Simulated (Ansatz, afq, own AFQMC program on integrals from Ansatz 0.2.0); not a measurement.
**BCl₃, singlet: AFQMC among the cluster methods**

```yaml
atoms:
  - { symbol: B, position_ang: [-0.0492, -0.0867, 0.0002] }
  - { symbol: Cl, position_ang: [1.6881, -0.0736, 0.0001] }
  - { symbol: Cl, position_ang: [-0.9292, 1.4113, -0.0024] }
  - { symbol: Cl, position_ang: [-0.7440, -1.3113, 0.0023] }
```

Connectivity, by distances: Cl–B(–Cl)–Cl.

Basis cc-pVDZ. Noble-gas cores (and the filled d shells of Ga–Kr and In–Xe) are frozen. Ansatz 0.2.0 and our own AFQMC program on the same integrals; the CISD trial comes from CCSD amplitudes, and released means the phaseless constraint is let go. ± is one standard error of the sampling.

Determinant: RHF, the one that the program's search chose, which needn't be the lowest solution. The geometry is a point of a scan.

No full CI on the walks' own integrals is used here; CCSDT(Q) serves as the reference and is uncertain by about the last step of the cluster series.

Cautions: the released energies are still falling, so no released level is given (meV from the phaseless value at times in 1/Eh: 14 ± 7 at 0.21, 12 ± 6 at 0.42, -3 ± 6 at 0.63, -8 ± 6 at 0.90), though the last usable value meets CCSDT(Q) within the noise.

The T1 diagnostic is 0.0096. The weight of the determinant in the CISD state is 0.824. The size of the correlated space is 24 electrons in 52 orbitals.

```tsv
level	correlation energy (eV)
MP2	-13.2267
CCSD	-14.0898
CCSD(T)	-14.4430
```

(1) Estimate where phaseless AFQMC with a CISD trial lies against CCSD(T) on the same integrals.

(1) 45.2 ± 6.5 meV below CCSD(T).

Reference: CCSDT(Q), correlation energy -14.488 eV.

```csv
level,E − E(reference) (meV),share of correlation (%)
CCSD(T),44.9,99.69
CCSDT,29.1,99.80
ph-AFQMC/CISD,-0.3 ± 6.5,100.00
```

A walk keeps the symmetry of its determinant, which the program's search chose and which needn't be the lowest solution, so a lower state of the same spin and another symmetry isn't excluded.
